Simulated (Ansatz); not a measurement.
C₅H₁₀O₂ (`CCCC(=O)OC`) at its PBE0-D4/def2-TZVP geometry, where that method's forces vanish. Total charge 0; spin multiplicity 1.

```xyz
17

C    -0.8678   -0.1066   -2.7460
C    -0.9438    0.3145   -1.2893
C     0.1975   -0.2547   -0.4702
C     0.1498    0.1437    0.9777
O    -0.6888    0.8366    1.4879
O     1.1825   -0.3796    1.6550
C     1.2252   -0.0586    3.0408
H     0.0630    0.2318   -3.2102
H    -0.9090   -1.1949   -2.8484
H    -1.6958    0.3113   -3.3222
H    -0.9332    1.4049   -1.2090
H    -1.8931   -0.0050   -0.8512
H     1.1683    0.0593   -0.8692
H     0.2091   -1.3495   -0.5125
H     2.1106   -0.5532    3.4342
H     1.2960    1.0206    3.1846
H     0.3296   -0.4207    3.5480
```

(1) What forces (eV/Å) does r2SCAN-D4/def2-TZVPP give on these atoms in Ansatz 0.2.0? (Estimate.)

## Answers

(1) Computed: 
```
C1   0.002 -0.037 -0.139
C2  -0.112  0.088  0.048
C3   0.109 -0.082 -0.031
C4  -0.030 -0.048 -0.272
O5  -0.347  0.283  0.198
O6   0.341 -0.264 -0.140
C7   0.033  0.073  0.377
H8  -0.012 -0.007  0.010
H9   0.004  0.016  0.004
H10  0.016 -0.009  0.006
H11  0.001 -0.002  0.008
H12  0.003  0.002  0.006
H13  0.007 -0.013 -0.015
H14  0.011 -0.007 -0.016
H15 -0.022  0.010 -0.018
H16 -0.009 -0.012 -0.010
H17  0.005  0.009 -0.015
```
